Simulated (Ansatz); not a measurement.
I need a ranking of conformers of C₄H₉FO, SMILES CC(CO)CF. Use Ansatz 0.2.0 through its Python package. Use (for the species named): Hartree-Fock, def2-SVP basis, multiplicity 1.

`conformers.py`:
```python
'''Rank force-field conformers of C4H9FO by single points.'''

import ansatz as az
from rdkit import Chem
from rdkit.Chem import AllChem

rd = Chem.AddHs(Chem.MolFromSmiles('CC(CO)CF'))
ids = list(AllChem.EmbedMultipleConfs(rd, numConfs=20, randomSeed=966, pruneRmsThresh=0.4))
field = [energy for _, energy in AllChem.MMFFOptimizeMoleculeConfs(rd)]
distinct = {round(e, 2): i for i, e in zip(ids, field)}
chosen = sorted(distinct.items())[:3]
found = []
for force_field, index in chosen:
    system = az.Crystal.molecule()
    for atom, xyz in zip(rd.GetAtoms(), rd.GetConformer(index).GetPositions()):
        system = system.atom(atom.GetSymbol(), xyz.round(5).tolist())
    calc = system.calculation().basis(gaussian='def2-SVP').functional('hf')
    found.append(calc.run(threads=1, pin='off').report['free_energy_ev'])
print('conformer   MMFF (kcal/mol)   this level (kJ/mol)')
for (force_field, index), e in zip(chosen, found):
    print(f'{index:9d} {force_field - chosen[0][0]:17.2f} {96.485332 * (e - min(found)):17.3f}')
```

Running `python conformers.py` prints:
```text
conformer   MMFF (kcal/mol)   this level (kJ/mol)
        6              0.00             0.000
        9              0.30             3.262
        8              0.62             6.485
```

The conformers keep their force-field geometries. It ran for 5.7 s on 1 thread of Intel(R) Xeon(R) Platinum 8259CL CPU @ 2.50GHz (Skylake/Cascade Lake), on a shared host, peak memory 0.36 GiB.
